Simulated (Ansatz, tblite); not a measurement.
Cost and result up the ladder for Si₃H₅ (the lowest doublet isomer of a short search) (8 atoms). The state is a doublet with charge 0. Geometry: PBE0-D4/def2-TZVP.

```tsv
atom	x (Å)	y (Å)	z (Å)
Si1	-1.121	0.807	-0.998
Si2	-0.623	-1.020	0.314
Si3	1.056	0.577	-0.282
H4	2.064	-0.091	-1.145
H5	-1.642	1.748	0.056
H6	-0.284	-2.324	-0.310
H7	1.703	1.510	0.676
H8	-1.153	-1.206	1.689
```

Ansatz on 4 threads of AMD EPYC 7B13 on a shared host; xTB runs through tblite on one thread. Times are rough, summed over both states, and most runs start from the orbitals of an earlier one. CCSD(T)/def2-TZVPP serves as the yardstick here, not as an exact answer. Differences are given only for rows in sets of like size (and for xTB, whose basis is part of the method), since another set adds its own error. The other state is a quartet at its own geometry, which has other bonds, so the gap mixes isomer and spin.

The xTB rows come from tblite. B3LYP takes the VWN-RPA correlation. Correlated methods freeze 15 core orbitals. The structure comes from a short search, and lower isomers may exist.

Correlated methods converge slowly with the basis.

xTB has no spin-polarisation term.

```tsv
level	functions	quartet − doublet (eV)	difference from CCSD(T)/def2-TZVPP (eV)
PBE0-D4/def2-TZVP	141	1.68	0.02
ωB97M-V/def2-TZVP	141	1.84	0.19
BLYP-D4/def2-TZVP	141	1.71	0.06
MP2/def2-TZVP	141	1.63	-0.03
ωB97X-V/def2-TZVP	141	1.82	0.17
RPA@PBE/def2-TZVP	141	1.67	0.01
GFN1-xTB	37	2.52	0.87
HF/STO-3G	32	0.62	–
PBE-D4/def2-TZVP (with forces)	141	1.78	0.13
revPBE-D4/def2-TZVP	141	1.68	0.03
CCSD(T)/def2-TZVPP	196	1.65	0.00
r2SCAN-D4/def2-TZVP	141	1.60	-0.05
GFN2-xTB	32	1.42	-0.23
B3LYP-D4/def2-TZVP	141	1.67	0.02
```

Estimate how long each takes.

GFN2-xTB 0.008 s; GFN1-xTB 0.01 s; HF/STO-3G 0.3 s; MP2/def2-TZVP 2.2 s; revPBE-D4/def2-TZVP 2.5 s; BLYP-D4/def2-TZVP 2.7 s; PBE-D4/def2-TZVP (with forces) 2.8 s; B3LYP-D4/def2-TZVP 3.4 s; PBE0-D4/def2-TZVP 3.5 s; RPA@PBE/def2-TZVP 3.7 s; r2SCAN-D4/def2-TZVP 5.4 s; ωB97X-V/def2-TZVP 8.5 s; ωB97M-V/def2-TZVP 9.3 s; CCSD(T)/def2-TZVPP 6.4 min. On shared hardware such times vary by a factor of up to 3.
